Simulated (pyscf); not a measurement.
A first-order saddle from PySCF, ωB97X-D3(BJ)/def2-SVP:

```xyz
7

As    -0.5554     1.0132    -0.2736
H      0.5398    -0.2053    -0.5799
H      0.8697     0.5565    -1.0688
H      0.3204     1.3376     0.9229
Si    -1.6752    -0.9953     0.6188
H     -0.3914    -1.7885     0.8456
H     -1.9123    -1.4680    -0.8115
```
Charge 0, spin multiplicity 1.

Surface: singlet, charge 0. Lowest wavenumbers (cm⁻¹): 872i, 250, 285, 343, 407.

Task: Which two sides does it connect, and which bonds change?

Result: AsH₃ + silylene (SiH₂) [singlet] ⇌ H₂Si=AsH + hydrogen (H₂), a concerted two-bond exchange read from left to right: As–H, As–H broken and As–Si, H–H formed. At ωB97M-D3(BJ)/def2-TZVP it lies +19.2 kcal/mol from the left side and +44.2 kcal/mol from the right (each side as separated species at their lowest minima found). On the reactant side the descent ends in an adduct with a As–Si contact, 11.4 kcal/mol under the separated species and 26.1 kcal/mol under the saddle at ωB97X-D3(BJ)/def2-TZVP. What is counted as formed (As–Si) is already present as a longer contact in the reactant adduct; forming that adduct is a step of its own. At ωB97X-D3(BJ)/def2-TZVP the barrier from the zero used here is 14.7 kcal/mol. The same reactants have a lower exit, to H₃Si–AsH₂ (barrier -9.3 kcal/mol at ωB97M-D3(BJ)/def2-TZVP, against +19.2 kcal/mol here). This is the saddle that the search found; another between the same sides may lie lower. Elements up to Kr have no core potential and no relativistic terms here.
